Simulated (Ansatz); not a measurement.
# Structure relaxation of Zr3O

The calculation used DFT r2SCAN, scalar-relativistic, plane waves, PAW (Ansatz). Cutoff 500 eV, Γ-centred k mesh, Gaussian smearing, no spin polarisation in the final step.

Zr3O was placed on the TiAl3 (D0_22) structure type (I4/mmm, No. 139), with O in place of Ti, Zr in place of Al, at a guessed volume.

```
CELL_PARAMETERS angstrom
-2.00614 2.00614 4.48124
2.00614 -2.00614 4.48124
2.00614 2.00614 -4.48124
ATOMIC_POSITIONS crystal
Zr 0.50000 0.50000 0.00000
Zr 0.25000 0.75000 0.50000
Zr 0.75000 0.25000 0.50000
O 0.00000 0.00000 0.00000
```

Cell and atoms relax at zero pressure; the relaxation can't lower the symmetry of the start.

Energies over the elements count from the elements' standard structures at the same level (O₂ as a molecule), with no empirical corrections.

Describe the relaxed structure.

It keeps I4/mmm (No. 139). The result still has the TiAl3 (D0_22) structure. Conventional cell: a = 3.711 Å, c = 10.744 Å. Zr on Wyckoff site b (1 atom of the primitive cell) has 4 O at 2.62 Å; Zr on Wyckoff site d (2 atoms of the primitive cell) has 4 Zr at 2.62 Å; around O lie 4 Zr at 2.62 Å.

```xyz
4
Lattice="-1.8556 1.8556 5.3722 1.8556 -1.8556 5.3722 1.8556 1.8556 -5.3722" Properties=species:S:1:pos:R:3 pbc="T T T"
Zr    0.0000    0.0000    5.3722
Zr    1.8556    0.0000    2.6861
Zr    0.0000    1.8556    2.6861
O     0.0000    0.0000    0.0000
```

What are its volume, energy, density and gap?

The volume per atom is 18.50 Å³ and the density is 6.50 g/cm³. The energy over the elements is 0.10 eV/atom and the gap on the 16×16×16 mesh is 0 eV (a metal).

The final run used a 16×16×16 mesh on its 4-atom cell and 0.10 eV smearing. For metals, differences of a few meV/atom aren't resolved. A structure relaxed within its symmetry needn't be a true minimum.